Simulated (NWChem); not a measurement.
acetamide (C₂H₅NO); SMILES CC(N)=O

```xyz
9

C      0.0571     1.3980     0.0085
C     -0.1236    -0.1050     0.0445
N      1.0226    -0.8297    -0.0771
O     -1.2078    -0.6256     0.1979
H      0.9623     1.7193    -0.5265
H      0.1107     1.7754     1.0417
H     -0.8282     1.8438    -0.4618
H      0.9572    -1.8375    -0.0199
H      1.9286    -0.4033    -0.1975
```
Atoms are numbered in this order, from 1.

Computed with NWChem. Geometry optimised at PBE0/def2-SVP; all other runs use it. 

```json
[
 {"quantity": "dipole in solution (D) in water", "level": "PBE0/def2-SVP, SMD", "value": "5.20"},
 {"quantity": "isotropic polarisability (bohr³), static", "level": "PBE/def2-SVPD", "value": "40.4"},
 {"quantity": "−ε(HOMO) (eV)", "level": "PBE/def2-SVP", "value": "5.31"},
 {"quantity": "vertical, lowest state with f > 0.02, singlet (eV)", "level": "PBE/def2-SVPD, TDA", "value": "5.55"},
 {"quantity": "dipole (D)", "level": "PBE0/def2-SVP", "value": "3.80"},
 {"quantity": "highest harmonic frequency (cm⁻¹)", "level": "PBE0/def2-SVP", "value": "3775"}
]
```
